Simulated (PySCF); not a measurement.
Gas-phase reaction: 3 N + c-Si₃H₆ ⇌ SiH₂(NH₂)₂ + Si₂N

Method: PySCF energies plus ideal-gas RRHO corrections (1 bar). † marks an energy on the PBE0/def2-TZVP geometry and frequencies; other levels use their own. 6-31G* has spherical d functions here. Open shells (unrestricted): N (multiplicity 4), Si₂N (multiplicity 2); the rest are closed-shell singlets. Spin-orbit splitting is ignored; it lowers the true energy and changes the entropy of Si₂N. B3LYP is the form with VWN-RPA correlation. c-Si₃H₆, SiH₂(NH₂)₂: computed as isolated molecules; such fragments, hydroxides, amides, oligomers or adducts are transient or little studied in the gas.

PBE0/def2-SVP† gives ΔH°(298 K) = -1370 kJ.

Problem. What do ωB97M-V/def2-TZVP†, M06-2X/def2-TZVP†, B3LYP/6-31G* give?

Solution. ωB97M-V/def2-TZVP†: -1456 kJ; M06-2X/def2-TZVP†: -1460 kJ; B3LYP/6-31G*: -1382 kJ. For scale, ΔH°(298 K) is -1370 kJ at this level, -1456 kJ at ωB97M-V/def2-TZVP†, and runs from -2525 to -1370 kJ over the 14 levels computed.
